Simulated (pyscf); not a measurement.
Addition across a multiple bond or ene-type step: `[NH2][GaH2]` + `[CH2]=[CH2]` → `[CH3][CH2][GaH][NH2]`

Gas phase, singlet surface, charge 0. Bonds broken: Ga2–H5. Bonds formed: Ga2–C7, H5–C8. Structures and frequencies: ωB97X-D3(BJ)/def2-SVP in PySCF.

Transition state (Å):

```xyz
12

N     -2.3833    -0.3848     0.1775
Ga    -1.1178     0.4421     1.2578
H     -2.3655    -1.4021     0.1818
H     -3.3464    -0.0973     0.3343
H     -1.1331     2.0576     0.8364
H     -0.7549     0.3339     2.7668
C      0.7041     0.3374     0.1399
C      0.2662     1.6635    -0.0571
H      1.5422     0.1497     0.8154
H      0.5087    -0.3982    -0.6446
H     -0.2696     1.9308    -0.9722
H      0.7664     2.4931     0.4506
```

One imaginary mode, 861i cm⁻¹; descent along it reached the two sides named, in the forms told below.

```tsv
bond	change	reactant side (Å)	saddle	product side
Ga2–H5	breaks	1.566	1.670	3.1
Ga2–C7	forms	2.8	2.140	1.970
H5–C8	forms	3.0	1.706	1.104
```

Electronic energies relative to the separated reactants (kcal/mol):

```tsv
level	barrier	reaction energy	reverse barrier
ωB97X-D3(BJ)/def2-TZVP	14.7	-33.6	48.3
PBE/def2-TZVP	12.7	-29.9	42.6
r²SCAN/def2-TZVP	11.3	-31.5	42.8
B3LYP-D3(BJ)/def2-TZVP	17.9	-28.5	46.4
PBE0-D3(BJ)/def2-TZVP	11.6	-34.0	45.5
M06-2X/def2-TZVP	14.2	-32.2	46.4
ωB97M-D3(BJ)/def2-TZVP	17.7	-29.8	47.5
HF/def2-TZVP	33.0	-22.2	55.2
```

With ωB97M-D3(BJ)/def2-TZVP energies and thermal terms (ideal gas, 1 atm, RRHO with modes under 100 cm⁻¹ raised to 100, one conformer, R ln 2 for chiral ones without a mode under 150 cm⁻¹), in kcal/mol:

| T (K) | ΔH‡ | ΔG‡ | ΔH | ΔG |
|---|---|---|---|---|
| 298 | 18.5 | 29.5 | -25.8 | -15.8 |
| 600 | 18.7 | 40.7 | -25.4 | -5.9 |
| 900 | 19.3 | 51.6 | -24.6 | +3.7 |
| 1200 | 19.9 | 62.2 | -23.8 | +13.0 |

On the reactant side the descent ends in a complex, 6.9 kcal/mol under the separated species and 21.6 kcal/mol under the saddle at ωB97X-D3(BJ)/def2-TZVP. At the saddle there is also a short C–Ga contact that neither side keeps. H₃C–CH₂–GaH–NH₂ lies 10.4 kcal/mol over its isomer H₃C–Ga(CH₃)–NH₂ (electronic energy, ωB97M-D3(BJ)). This is the saddle that the search found; another between the same sides may lie lower. Elements up to Kr have no core potential and no relativistic terms here.
